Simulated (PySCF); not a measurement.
# Broadened absorption spectrum of 1,1-difluoroethene

Compound: 1,1-difluoroethene, C2H2F2.
Cartesian coordinates in Å at the GFN2-xTB level; atoms count from 1:
```xyz
6
C2H2F2 angstrom
C     -0.719   -0.079   -0.106
C      0.572    0.063    0.078
F      1.232    1.212    0.032
F      1.423   -0.920    0.339
H     -1.335    0.774   -0.313
H     -1.171   -1.049   -0.051
```

Method used: TDDFT B3LYP/def2-SVPD, vertical, gas phase, core orbitals frozen in the response in PySCF.

Broadening: Gaussians 0.4 eV wide at half height, area fixed by f = 4.319×10⁻⁹ ∫ε dν̃. The width is an assumption, not a result. The curve ends short of the highest state used, and states not computed would add to its high-energy end.

| E (eV) | ε (L mol⁻¹ cm⁻¹) |
| --- | --- |
| 6.49 | 5 |
| 6.59 | 33 |
| 6.69 | 157 |
| 6.79 | 524 |
| 6.89 | 1236 |
| 6.99 | 2062 |
| 7.10 | 2426 |
| 7.20 | 1957 |
| 7.30 | 1147 |
| 7.40 | 685 |
| 7.50 | 1311 |
| 7.60 | 4206 |
| 7.70 | 10449 |
| 7.81 | 19182 |
| 7.91 | 23196 |
| 8.01 | 19896 |
| 8.11 | 12150 |
| 8.21 | 5324 |
| 8.31 | 1702 |
| 8.41 | 409 |
| 8.51 | 77 |
| 8.62 | 10 |
| 8.72 | 1 |
| 8.82 | 0 |
| 8.92 | 0 |
| 9.02 | 0 |
| 9.12 | 0 |
| 9.22 | 2 |
| 9.33 | 15 |
| 9.43 | 58 |

**Question.** Where are the band maxima, and which computed states make them?

**Answer.** 175 nm (7.09 eV), ε about 2400, made up of S1 (100%); 157 nm (7.92 eV), ε about 23000, made up of S2 (100%) (ε in L mol⁻¹ cm⁻¹; maxima over ε = 5, shares over 10%). At its high-energy end, 9.43 eV, the curve is still rising (ε about 58, from S6 and S7). The states used: S1 7.09 eV (f 0.036); S2 7.91 eV (f 0.343); S3 8.15 eV (f 0.0041); S4 8.36 eV (f 0.0000); S5 9.31 eV (f 0.0000); S6 9.76 eV (f 0.0053); S7 9.95 eV (f 0.0095); S8 10.03 eV (f 0.0000).

**Question.** What would ε be at 7.92 eV, the highest of these maxima, with half the width (0.2 eV)?

**Answer.** About 46100 L mol⁻¹ cm⁻¹ against 23200, a factor of about 1.99; a lone state at its own centre would give exactly 2.

**Question.** Coming from long wavelengths, where does ε first pass 100 L mol⁻¹ cm⁻¹?

**Answer.** At about 186 nm (6.66 eV), 0.43 eV below S1.
